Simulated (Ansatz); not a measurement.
**singlet CHCl: levels of theory in one basis**

```xyz
3

Cl    0.0000    0.5033   -1.2940
C     0.0000   -0.5964    0.1552
H     0.0000    0.0931    1.1388
```

Basis set: def2-SVP (spherical functions). Left uncorrelated: 6 orbitals. Charge 0, multiplicity 1.

Computed with Ansatz (development build ahead of 0.2.0); each method stands on the lowest determinant of its kind that the runs found.

```csv
method,E − E(RHF) (eV),<S²> of the determinant
RHF,0.00,0.00
UHF,-0.41,0.67
RHF-MP2,-6.66,–
UHF-MP2,-6.65,0.67
RHF-CCSD(T),-7.81,–
UHF-CCSD(T),-7.78,0.67
```

(1) Is a single determinant a sound starting point here?

Answers

(1) It is doubtful. Unrestricted orbitals lower Hartree–Fock by 0.41 eV and <S²> is 0.67 where a pure state has 0.00, a sign of strong static correlation.

Caution for RHF, RHF-MP2, RHF-CCSD(T): an unrestricted determinant lies well below. Caution for UHF, UHF-MP2, UHF-CCSD(T): the unrestricted determinant is spin contaminated. Caution for UHF-MP2, UHF-CCSD(T): a plain start can end on a higher determinant.
